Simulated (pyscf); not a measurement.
HO–GaH₂ (SMILES [OH][GaH2]) + H₂ (SMILES [H][H]) -> HO–GaH₂ (SMILES [OH][GaH2]) + H₂ (SMILES [H][H]) (four-centre exchange; singlet surface; H–O, H–H broken, H–O, H–H formed). Optimised with ωB97X-D3(BJ)/def2-SVP in PySCF. Energies in kcal/mol from the separated reactants.

```tsv
level	barrier	reaction energy
r²SCAN/def2-TZVP	63.2	0.0
B3LYP-D3(BJ)/def2-TZVP	64.6	0.0
PBE0-D3(BJ)/def2-TZVP	…	0.0
M06-2X/def2-TZVP	67.4	0.0
ωB97M-D3(BJ)/def2-TZVP	65.2	0.0
HF/def2-TZVP	…	0.0
```

Problem. Complete the blanks.

Solution. 
- PBE0-D3(BJ)/def2-TZVP, barrier: 62.7
- HF/def2-TZVP, barrier: 82.1

The functionals in the table span 4.7 kcal/mol in this barrier, from PBE0-D3(BJ) to M06-2X. The same reactants have a lower exit, to GaH₃ + H₂O (barrier +22.1 kcal/mol at ωB97M-D3(BJ)/def2-TZVP, against +65.2 kcal/mol here). Another saddle between the same species, by other bonds, lies lower (36.4 kcal/mol against 65.2 kcal/mol at ωB97M-D3(BJ)/def2-TZVP). Elements up to Kr have no core potential and no relativistic terms here.
